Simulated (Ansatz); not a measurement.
**Tantalum, bcc: convergence with Fermi-Dirac smearing**

Computed with Ansatz, LDA, scalar-relativistic PAW, on the relaxed cell (a = 3.255 Å; spin not included). Errors count from a run at 420 eV on a Γ-centred 22×22×22 mesh with Fermi-Dirac smearing of 0.1 eV, extrapolated to zero width. Fixed here: cutoff 420 eV, mesh 14×14×14. The SCF starts from atomic densities corrected by a trained network.

| width (eV) | E(σ→0) error (meV/atom) | F error (meV/atom) | P (GPa) | SCF iterations |
| --- | --- | --- | --- | --- |
| 0.01 | -4.1 | -4.3 | -0.03 | 6 |
| 0.03 | -4.2 | -5.9 | 0.05 | 6 |
| 0.1 | -3.8 | -23.3 | -0.03 | 6 |
| 0.3 | -14.3 | -173.8 | 1.24 | 6 |
| 0.6 | -60.3 | -608.2 | 5.28 | 6 |
| 1.0 | -101.8 | -1551.4 | 13.98 | 6 |

Task: What does the run at 0.2 give (width)?

Result: E(σ→0) error (meV/atom): -5.3; F error (meV/atom): -81.9; P (GPa): 0.37; SCF iterations: 6.
